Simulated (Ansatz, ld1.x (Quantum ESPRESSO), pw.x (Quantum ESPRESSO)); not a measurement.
Equation-of-state test of one RRKJ potential (Mg (Z = 12))

```json
{
  "Element": "Mg (Z = 12)",
  "Generator": "ld1.x (Quantum ESPRESSO) 7.5",
  "Type": "norm-conserving RRKJ (Kleinman–Bylander form)",
  "Functional": "LDA (PW92)",
  "Relativity": "scalar-relativistic",
  "Frozen core": "[Ne]",
  "Valence charge": "2",
  "Reference configuration": "3s2 3p0",
  "Partial waves": "3p (bound, empty): rc 3.65 bohr; 3d channel at 0.2 Ry: rc 3.35 bohr; 3s (bound): rc 2.10 bohr",
  "Local potential": "the s channel",
  "Core correction": "Bessel-smoothed model core inside 1.30 bohr"
}
```

Atomic tests: cutoffs needed: 8 Ry and 18 Ry (the cutoffs (Ry, on a coarse ladder) from which the occupation-weighted sum of valence levels, in a spherical-Bessel basis at the reference potential, stays within 10 and 1 mRy of its value at 400 Ry); ghost test: no extra level below or beside the all-electron valence levels (p, d, s, f tested) (spherical-Bessel basis up to 400 Ry, 20 bohr box); largest excitation error: -11 meV (all-electron minus pseudo) for 3s0 3p2, out of 5 test configurations.

Crystal test: diamond Mg in pw.x 7.5, no spin, 8³ k-points, Fermi–Dirac smearing 0.01 Ry, cutoffs 50/200 Ry. The reference is all-electron LAPW (Ansatz 0.2.0) with the same functional, mesh and smearing; V0 and B0 come from Birch–Murnaghan fits to the pressures at five volumes. Errors are pseudo minus all-electron; Δ is the rms difference of the E(V) curves that follow from these fits, minima aligned, over ±6 % about the mean V0. Mesh and smearing are coarse, so the numbers serve the comparison and aren't converged zero-temperature values; the lattice is a test structure that the element need not adopt.

| V (Å³/atom) | P all-electron (GPa) | P pseudo (GPa) |
| --- | --- | --- |
| 35.736 | 0.70 | 0.49 |
| 36.677 | 0.33 | 0.12 |
| 37.617 | -0.01 | -0.20 |
| 38.557 | -0.30 | -0.48 |
| 39.498 | -0.55 | -0.72 |

All-electron: a0 = 6.700 Å (V0 = 37.60 Å³/atom), B0 = 12.5 GPa.

Pseudopotential: mean pressure error (GPa): -0.19; a0 (Å): 6.666; a0 error (%): -0.51; B0 error (%): +2.3; Δ (meV/atom): 1.6. The largest radius (3.65 bohr) exceeds half the bond length (2.74 bohr), so the spheres overlap, which is one possible source of error among others. This is a poor potential for the solid. The logarithmic derivative shows an extra or strongly shifted pseudo pole above the reference energy (p near 1.89 Ry).

Question: At the middle volume, how do free energy and pressure move when the wave cutoff is lowered (ecutrho kept at four times it)?

Answer:

```tsv
cutoff (Ry)	shift of F (meV/atom)	shift of P (GPa)
22	+3.5	-0.06
30	+0.7	+0.00
40	+0.3	-0.00
```

The run at the middle volume (29 k-points, 7 iterations) took about 8.6 s on one core of a shared host (AMD EPYC 9R14, 96 threads, 370 GiB, load 29).
